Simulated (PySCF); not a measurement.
# Identify the compound

Molecular formula: C₂H₇N. Simulated spectra:

¹H NMR (500 MHz, computed): δ 2.72 (q, J = 7.9 Hz, 2H), 1.09 (t, J = 7.9 Hz, 3H), 0.13 (br s, 2H).

¹³C{¹H} NMR (computed): δ 40.4 (CH2), 19.5 (CH3).

[PySCF: PBE0-D3(BJ)/def2-SVP structure; GIAO PBE0/pcSseg-1 shieldings; spin–spin couplings from B3LYP/pcJ-1 (spin–dipole term only in couplings to heteroatoms); no relativistic terms; equivalent nuclei averaged; a single conformation; no solvent model]

Chemical shifts δ = σref − σ; ¹H (σ = 31.27 ppm), ¹³C (σ = 184.41 ppm) vs TMS, all at this level.

Deduce the structure.

Answers


Rings plus π bonds: 0. 2 carbon signals for 2 carbons: no two carbons are equivalent. Carbon types of the structure: 1 × CH2, 1 × CH3, leaving 2 H on heteroatoms. δC 40.4: sp3 CH2 bonded to N; the inductive effect lowers its shielding. δC 19.5: methyl carbon; aliphatic region, no heteroatom directly attached. δH 2.72: hydrogen on an sp3 CH2 bonded to N; its carbon carries N, which withdraws density. δH 1.09: hydrogen on a methyl carbon. δH 0.13: hydrogen on an amine nitrogen; labile proton, position sensitive to the medium. The protons at 1.09 and 2.72 share a coupling of 7.9 Hz (vicinal).

The compound is `InChI=1S/C2H7N/c1-2-3/h2-3H2,1H3`.

OH and NH positions are those of a molecule without intermolecular hydrogen bonds; in solution they move with solvent, concentration and temperature, and exchange usually removes their couplings. Splittings below 1 Hz are ignored in the labels, and close J values are merged. Unscaled 3J(H,H) at this level run about 10 % above measured values. Shifts are as computed. Against solution values, carbons near 30 ppm lie about +2 ppm off and those near 130 ppm about +5 ppm. Of 1211 compounds with measured shifts, 218 miss one by over three times the rms of a fit or turn the order of signals round; such compounds aren't used in these exercises. Couplings to exchangeable protons are dropped.
